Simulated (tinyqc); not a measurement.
MP2 on RHF in the sto-6g basis, frozen core, for H3O+, spin multiplicity 1, step by step (part 2 of 2). Computed by tinyqc, a small Python program that keeps every step (integrals from PySCF). Command: `OMP_NUM_THREADS=1 python tinyqc.py 21435 21436 out.jsonl` (the two numbers bound the seeds that draw the settings). One thread of a shared host (Intel(R) Xeon(R) Processor @ 2.60GHz), about 0.3 s of CPU time with the checks.

Geometry (angstrom):
```
atom,x,y,z
O,0.00000,0.00000,0.11500
H,0.90600,0.00000,0.00000
H,-0.45300,0.78400,0.00000
H,-0.45300,-0.78400,0.00000
```

## Integrals over molecular orbitals

coefficients C:
```
,MO1,MO2,MO3,MO4,MO5,MO6,MO7,MO8
1O 1s,0.99645,-0.22953,0.00000,-0.00008,-0.02459,-0.15978,-0.00030,0.00000
1O 2s,0.01776,0.86987,0.00000,0.00045,0.12831,1.21555,0.00265,0.00000
1O 2px,0.00000,-0.00027,0.00000,0.71440,-0.00009,0.00135,-0.97941,0.00000
1O 2py,0.00000,0.00000,0.71441,0.00000,0.00000,0.00000,0.00000,0.97952
1O 2pz,-0.00100,-0.05635,0.00000,0.00007,0.99118,-0.16137,-0.00035,0.00000
2H 1s,-0.00348,0.09359,0.00000,0.37658,-0.03133,-0.69550,1.06376,0.00000
3H 1s,-0.00348,0.09372,0.32616,-0.18824,-0.03128,-0.69306,-0.53390,-0.92275
4H 1s,-0.00348,0.09372,-0.32616,-0.18824,-0.03128,-0.69306,-0.53390,0.92275
```

core Hamiltonian H = T + V (hartree):
```
,1O 1s,1O 2s,1O 2px,1O 2py,1O 2pz,2H 1s,3H 1s,4H 1s
1O 1s,-33.67009,-7.44926,0.00003,0.00000,0.00682,-1.98775,-1.99017,-1.99017
1O 2s,-7.44926,-9.86610,0.00029,0.00000,0.07453,-4.24283,-4.24645,-4.24645
1O 2px,0.00003,0.00029,-8.24318,0.00000,-0.00004,-2.84226,1.42289,1.42289
1O 2py,0.00000,0.00000,0.00000,-8.24319,0.00000,0.00000,-2.46240,2.46240
1O 2pz,0.00682,0.07453,-0.00004,0.00000,-8.04465,0.38370,0.38414,0.38414
2H 1s,-1.98775,-4.24283,-2.84226,0.00000,0.38370,-5.57760,-1.64940,-1.64940
3H 1s,-1.99017,-4.24645,1.42289,-2.46240,0.38414,-1.64940,-5.57995,-1.65168
4H 1s,-1.99017,-4.24645,1.42289,2.46240,0.38414,-1.64940,-1.65168,-5.57995
```

Given earlier and not repeated: Two-electron integrals (ij|kl) in chemists' order.

(pq|rs) = sum C_ip C_jq C_kr C_ls (ij|kl), one index at a time.

one-electron integrals over orbitals h = C^T H C (hartree):
```
,1,2,3,4,5,6,7,8
1,-33.65566,0.58534,0.00000,0.00023,0.06076,0.41451,0.00078,0.00000
2,0.58534,-8.36208,0.00000,0.00002,-0.04939,-1.50685,-0.00333,0.00000
3,0.00000,0.00000,-7.33797,0.00000,0.00000,0.00000,0.00000,-1.73067
4,0.00023,0.00002,0.00000,-7.33755,-0.00010,-0.00349,1.73113,0.00000
5,0.06076,-0.04939,0.00000,-0.00010,-8.02502,0.19995,0.00018,0.00000
6,0.41451,-1.50685,0.00000,-0.00349,0.19995,-5.18924,0.00050,0.00000
7,0.00078,-0.00333,0.00000,1.73113,0.00018,0.00050,-5.69578,0.00000
8,0.00000,0.00000,-1.73067,0.00000,0.00000,0.00000,0.00000,-5.69598
```

Two-electron integrals over orbitals (pq|rs), unique and non-zero (hartree); the lowest 1 orbital is frozen and left out:
```
p,q,r,s,(pq|rs)
2,2,2,2,0.72873
3,2,3,2,0.14529
3,3,2,2,0.67730
3,3,3,3,0.69481
4,2,2,2,-0.00011
4,2,3,3,-0.03382
4,2,4,2,0.14525
4,3,3,2,-0.03379
4,3,4,3,0.04316
4,4,2,2,0.67721
4,4,3,3,0.60839
4,4,4,2,0.03389
4,4,4,4,0.69478
5,2,2,2,-0.01403
5,2,3,3,0.00062
5,2,4,2,-5.20e-06
5,2,4,4,0.00062
5,2,5,2,0.15063
5,3,3,2,0.00303
5,3,4,3,0.00128
5,3,5,3,0.03533
5,4,2,2,1.03e-06
5,4,3,3,0.00128
5,4,4,2,0.00302
5,4,4,4,-0.00127
5,4,5,2,4.27e-05
5,4,5,4,0.03533
5,5,2,2,0.75816
5,5,3,3,0.67770
5,5,4,2,1.75e-05
5,5,4,4,0.67766
5,5,5,2,0.03370
5,5,5,4,2.51e-05
5,5,5,5,0.88200
6,2,2,2,0.13970
6,2,3,3,0.10386
6,2,4,2,0.00010
6,2,4,4,0.10381
6,2,5,2,-0.01132
6,2,5,4,1.15e-05
6,2,5,5,0.17053
6,2,6,2,0.07883
6,3,3,2,-0.01037
6,3,4,3,0.02387
6,3,5,3,0.00250
6,3,6,3,0.05163
6,4,2,2,0.00033
6,4,3,3,0.02415
6,4,4,2,-0.01052
6,4,4,4,-0.02363
6,4,5,2,2.08e-05
6,4,5,4,0.00251
6,4,5,5,0.00038
6,4,6,2,0.00022
6,4,6,4,0.05182
6,5,2,2,-0.02799
6,5,3,3,-0.01422
6,5,4,2,2.36e-05
6,5,4,4,-0.01420
6,5,5,2,0.07113
6,5,5,4,0.00006
6,5,5,5,-0.01378
6,5,6,2,-0.01968
6,5,6,4,-3.16e-05
6,5,6,5,0.04325
6,6,2,2,0.53184
6,6,3,3,0.51942
6,6,4,2,0.00034
6,6,4,4,0.51971
6,6,5,2,-0.02428
6,6,5,4,-1.85e-05
6,6,5,5,0.53004
6,6,6,2,0.05095
6,6,6,4,-0.00006
6,6,6,5,-0.01799
6,6,6,6,0.47164
7,2,2,2,0.00034
7,2,3,3,-0.01364
7,2,4,2,-0.04683
7,2,4,4,0.01406
7,2,5,2,-7.04e-06
7,2,5,4,-0.00732
7,2,5,5,0.00037
7,2,6,2,0.00010
7,2,6,4,-0.03806
7,2,6,5,-4.00e-05
7,2,6,6,0.00011
7,2,7,2,0.05194
7,3,3,2,-0.04333
7,3,4,3,0.00463
7,3,5,3,0.00150
7,3,6,3,0.02370
7,3,7,3,0.03476
7,4,2,2,-0.15928
7,4,3,3,-0.13198
7,4,4,2,0.04326
7,4,4,4,-0.12280
7,4,5,2,-0.01410
7,4,5,4,-0.00150
7,4,5,5,-0.18519
7,4,6,2,-0.08617
7,4,6,4,-0.02388
7,4,6,5,0.00817
7,4,6,6,-0.04830
7,4,7,2,-0.00072
7,4,7,4,0.14167
7,5,2,2,-2.22e-05
7,5,3,3,0.00424
7,5,4,2,-0.01541
7,5,4,4,-0.00428
7,5,5,2,0.00014
7,5,5,4,-0.02302
7,5,5,5,-1.26e-06
7,5,6,2,-3.63e-05
7,5,6,4,0.00428
7,5,6,5,4.43e-05
7,5,6,6,-0.00007
7,5,7,2,0.00476
7,5,7,4,-0.00556
7,5,7,5,0.02149
7,6,2,2,3.12e-05
7,6,3,3,0.04186
7,6,4,2,-0.10613
7,6,4,4,-0.04204
7,6,5,2,-3.45e-05
7,6,5,4,0.00295
7,6,5,5,-4.09e-05
7,6,6,2,-3.41e-05
7,6,6,4,0.04575
7,6,6,5,-4.47e-05
7,6,6,6,-0.00045
7,6,7,2,0.00428
7,6,7,4,-0.05184
7,6,7,5,0.01257
7,6,7,6,0.12460
7,7,2,2,0.59274
7,7,3,3,0.54294
7,7,4,2,0.03095
7,7,4,4,0.61521
7,7,5,2,0.00020
7,7,5,4,-0.00362
7,7,5,5,0.59295
7,7,6,2,0.07461
7,7,6,4,-0.04039
7,7,6,5,-0.00810
7,7,6,6,0.49730
7,7,7,2,0.02333
7,7,7,4,-0.06950
7,7,7,5,-0.00472
7,7,7,6,-0.05868
7,7,7,7,0.59211
8,2,3,2,0.04677
8,2,4,3,0.01390
8,2,5,3,0.00732
8,2,6,3,0.03808
8,2,7,3,-0.00041
8,2,8,2,0.05194
8,3,2,2,0.15916
8,3,3,3,0.12276
8,3,4,2,0.04337
8,3,4,4,0.13198
8,3,5,2,0.01410
8,3,5,4,-0.00148
8,3,5,5,0.18514
8,3,6,2,0.08618
8,3,6,4,-0.02353
8,3,6,5,-0.00814
8,3,6,6,0.04863
8,3,7,2,-0.00031
8,3,7,4,-0.07532
8,3,7,5,-0.00558
8,3,7,6,-0.05201
8,3,7,7,0.10349
8,3,8,3,0.14175
8,4,3,2,0.04337
8,4,4,3,-0.00460
8,4,5,3,-0.00149
8,4,6,3,-0.02361
8,4,7,3,-0.03181
8,4,8,2,0.00049
8,4,8,4,0.03471
8,5,3,2,0.01541
8,5,4,3,-0.00425
8,5,5,3,0.02302
8,5,6,3,-0.00426
8,5,7,3,-0.00558
8,5,8,2,0.00475
8,5,8,4,0.00558
8,5,8,5,0.02148
8,6,3,2,0.10604
8,6,4,3,-0.04175
8,6,5,3,-0.00293
8,6,6,3,-0.04540
8,6,7,3,-0.05195
8,6,8,2,0.00431
8,6,8,4,0.05191
8,6,8,5,0.01254
8,6,8,6,0.12415
8,7,3,2,0.03152
8,7,4,3,-0.03633
8,7,5,3,-0.00363
8,7,6,3,-0.04071
8,7,7,3,-0.01736
8,7,8,2,-0.02315
8,7,8,4,0.01730
8,7,8,5,0.00478
8,7,8,6,0.05907
8,7,8,7,0.04845
8,8,2,2,0.59283
8,8,3,3,0.61540
8,8,4,2,-0.03134
8,8,4,4,0.54281
8,8,5,2,0.00020
8,8,5,4,0.00363
8,8,5,5,0.59299
8,8,6,2,0.07467
8,8,6,4,0.04089
8,8,6,5,-0.00812
8,8,6,6,0.49691
8,8,7,2,-0.02297
8,8,7,4,-0.10365
8,8,7,5,0.00475
8,8,7,6,0.05900
8,8,7,7,0.49619
8,8,8,3,0.06924
8,8,8,8,0.59256
```

## Second-order Moller-Plesset energy

orbital energies (hartree): MO1 -21.12841, MO2 -1.82910, MO3 -1.16740, MO4 -1.16736, MO5 -0.93552, MO6 0.14123, MO7 0.35121, MO8 0.35150

Hartree-Fock energy = -76.0222436 hartree

E2 = sum_ijab (ia|jb) [2 (ia|jb) - (ib|ja)] / (e_i + e_j - e_a - e_b) over occupied i, j and virtual a, b; the opposite-spin part is (ia|jb)^2 / denominator, the rest is same-spin, and SCS-MP2 scales them by 6/5 and 1/3.

Terms (the 40 largest of 74):
```
i,j,a,b,(ia|jb),(ib|ja),denominator,term
3,3,8,8,0.14175,0.14175,-3.03780,-0.00661
4,4,7,7,0.14167,0.14167,-3.03713,-0.00661
2,4,6,7,-0.08617,-0.03806,-3.48890,-0.00332
4,2,7,6,-0.08617,-0.03806,-3.48890,-0.00332
2,3,6,8,0.08618,0.03808,-3.48923,-0.00332
3,2,8,6,0.08618,0.03808,-3.48923,-0.00332
4,3,7,8,-0.07532,-0.03181,-3.03747,-0.00295
3,4,8,7,-0.07532,-0.03181,-3.03747,-0.00295
2,2,6,6,0.07883,0.07883,-3.94066,-0.00158
4,4,6,6,0.05182,0.05182,-2.61718,-0.00103
3,3,6,6,0.05163,0.05163,-2.61725,-0.00102
5,5,6,6,0.04325,0.04325,-2.15349,-0.00087
2,2,7,7,0.05194,0.05194,-4.36062,-0.00062
2,2,8,8,0.05194,0.05194,-4.36121,-0.00062
3,3,7,7,0.03476,0.03476,-3.03720,-0.00040
4,4,8,8,0.03471,0.03471,-3.03773,-0.00040
4,4,6,7,-0.02388,-0.02388,-2.82716,-0.00020
4,4,7,6,-0.02388,-0.02388,-2.82716,-0.00020
3,3,7,6,0.02370,0.02370,-2.82723,-0.00020
3,3,6,7,0.02370,0.02370,-2.82723,-0.00020
4,3,8,6,-0.02361,-0.02353,-2.82749,-0.00020
3,4,6,8,-0.02361,-0.02353,-2.82749,-0.00020
3,4,8,6,-0.02353,-0.02361,-2.82749,-0.00020
4,3,6,8,-0.02353,-0.02361,-2.82749,-0.00020
5,5,7,7,0.02149,0.02149,-2.57345,-0.00018
5,5,8,8,0.02148,0.02148,-2.57404,-0.00018
2,5,6,6,-0.01968,-0.01968,-3.04708,-0.00013
5,2,6,6,-0.01968,-0.01968,-3.04708,-0.00013
3,4,7,8,-0.03181,-0.07532,-3.03747,0.00012
4,3,8,7,-0.03181,-0.07532,-3.03747,0.00012
2,4,7,6,-0.03806,-0.08617,-3.48890,0.00011
4,2,6,7,-0.03806,-0.08617,-3.48890,0.00011
2,3,8,6,0.03808,0.08618,-3.48923,0.00011
3,2,6,8,0.03808,0.08618,-3.48923,0.00011
4,5,7,6,0.00817,0.00428,-2.59531,-3.79e-05
5,4,6,7,0.00817,0.00428,-2.59531,-3.79e-05
3,5,8,6,-0.00814,-0.00426,-2.59564,-3.77e-05
5,3,6,8,-0.00814,-0.00426,-2.59564,-3.77e-05
3,5,8,7,-0.00558,-0.00558,-2.80562,-1.11e-05
5,3,7,8,-0.00558,-0.00558,-2.80562,-1.11e-05
```

Pair energies (hartree; pair i-j sums ij and ji):
```
pair,opposite spin,same spin
2-2,-0.00281,0
3-2,-0.00509,-0.00133
3-3,-0.00843,0
4-2,-0.00509,-0.00133
4-3,-0.00519,-0.00125
4-4,-0.00843,0
5-2,-0.00028,0
5-3,-0.00011,-1.16e-05
5-4,-0.00011,-1.16e-05
5-5,-0.00123,0
```

MP2 correlation energy = -0.0406893 hartree

SCS-MP2 correlation energy = -0.0454276 hartree

MP2 total energy = -76.0629329 hartree
